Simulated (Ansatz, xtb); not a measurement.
Species: C₂F₃ (charge 0, doublet). It need not be the lowest isomer of its formula. SMILES: F[C]=C(F)F
Coordinates optimised at B3LYP-D3(BJ)/def2-TZVP (Ansatz, an electronic-structure program):
```xyz
5

C      0.0109     0.2166     0.9598
C     -0.0002     0.2322    -0.3516
F      0.0055    -0.7962     1.7820
F      0.0075     1.3433    -1.0632
F     -0.0201    -0.8463    -1.1243
```
Charge 0, spin multiplicity 2.

Harmonic wavenumbers from GFN2-xTB (xtb, at its own minimum), cm⁻¹: 174, 206, 392, 431, 538, 862, 1092, 1222, 1850.

Task: Give the harmonic wavenumbers at B3LYP-D3(BJ)/def2-TZVP (Ansatz, finite differences of forces, unscaled).

Result: 213, 255, 484, 501, 618, 919, 1226, 1280, 1845 cm⁻¹. Zero-point energy 10.5 kcal/mol.

Task: From these and the geometry, give the ideal-gas thermochemistry at 298.15 K and 1 atm (rigid rotor, harmonic oscillator).

Result: Point group Cs, rotational symmetry number 1. Rotational constants 11.24, 3.755, 2.815 GHz. S(trans) 39.09, S(rot) 25.41, S(vib) 5.69, S(elec, spin only) 1.38, S 71.6 cal/(mol K). H(298) - H(0) 3.44 kcal/mol; G - E(el) -7.4 kcal/mol.
